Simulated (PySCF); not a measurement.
C6H5F: full NMR table

```
Formula                               : C6H5F
SMILES                                : Fc1ccccc1
Point group of the computed structure : C2v
Degrees of unsaturation               : 4
Carbon signals                        : 4
Proton signals                        : 3
```

Mapped SMILES: `[F:1][c:2]1[cH:3][cH:4][cH:5][cH:6][cH:7]1`. Hydrogens are named by the atom that carries them.

All values are calculated (PySCF 2.14): coordinates at the PBE0-D3(BJ)/def2-TZVP level, B3LYP/pcJ-2 coupling constants (spin–dipole term only in couplings to heteroatoms), NMR shieldings at B97-2/pcSseg-2/GIAO. A single conformation, no solvent model, averaged over atoms made equivalent by symmetry, fast rotation or ring inversion, relativity neglected.

Shifts are taken against calculated references (same method and geometry level): ¹H (31.64 ppm) and ¹³C (185.38 ppm) against TMS; CFCl3 for ¹⁹F (175.98 ppm).

| carbon | δC, type | δH (multiplicity, J in Hz) | HMBC from (abs. J ≥ 3 Hz) | span of the C tensor (ppm) |
| --- | --- | --- | --- | --- |
| C2 | 173.6, C | – | H(C4)/H(C6), H(C3)/H(C7) | 160 |
| C3/C7 | 121.5, CH | 7.29 (ddd, 9.9, 9.8, 1.0) | H(C5), H(C3)/H(C7) | 190 |
| C4/C6 | 136.9, CH | 7.61 (ddd, 9.9, 8.8, 5.4) | H(C4)/H(C6) | 234 |
| C5 | 129.5, CH | 7.35 (tt, 8.8, 1.0) | H(C3)/H(C7) | 231 |

Other nuclei:
```json
{"atoms": "F1", "nucleus": "¹⁹F", "environment": "aryl fluorine", "δ (ppm)": "-115.4", "σ (ppm)": "291.4"}
```

Selected couplings (Hz, signed; the shortest-range and largest first, 30 at most; isotopes ¹⁹F, ¹³C, ¹H): ¹J(F1,C2) -312.6, ¹J(C3,H(C3)) 168.3, ¹J(C5,H(C5)) 167.2, ¹J(C4,H(C4)) 166.0, ¹J(C2,C3) 72.7, ¹J(C3,C4) 59.2, ¹J(C4,C5) 58.5, ²J(F1,C3) 19.8, ²J(C2,C4) 2.7, ²J(C3,C5) -1.2, ³J(H(C3),H(C4)) 9.9, ³J(F1,H(C3)) 9.8, ³J(C2,C5) 9.4, ³J(H(C4),H(C5)) 8.8, ³J(F1,C4) 6.2, ³J(C3,C6) 5.5, ⁴J(F1,C5) 5.4, ⁴J(F1,H(C4)) 5.4.

Carbon types of the structure: 1 × C, 5 × CH, which accounts for all hydrogens. δC 173.6: aromatic carbon bearing fluorine; an ipso carbon deshielded by its heteroatom. δC 136.9, 129.5, 121.5: aromatic CH. δH 7.61, 7.35, 7.29: hydrogen on an aromatic CH; aromatic region. The protons at 7.29 and 7.61 share a coupling of 9.9 Hz (vicinal, an ortho-type coupling). The protons at 7.61 and 7.35 share a coupling of 8.8 Hz (vicinal, an ortho-type coupling).

C–F couplings over four or more bonds (about 3 Hz to the para carbon of a fluoroarene) are left out. Common functionals overestimate the size of one-bond C–F couplings by tens of Hz; these are unscaled. Multiplet labels drop couplings under 1 Hz and merge nearly equal ones. Couplings among chemically equivalent protons are left out too, so labels in AA′BB′ or AA′XX′ sets are apparent multiplicities. Shifts are as computed. Against solution values, carbons near 30 ppm lie about +3 ppm off and those near 130 ppm about +7 ppm. Of 1211 compounds with measured shifts, 218 miss one by over three times the rms of a fit or turn the order of signals round; such compounds aren't used in these exercises. Unscaled 19F shifts against computed CFCl3 carry errors that often reach 10 to 50 ppm.
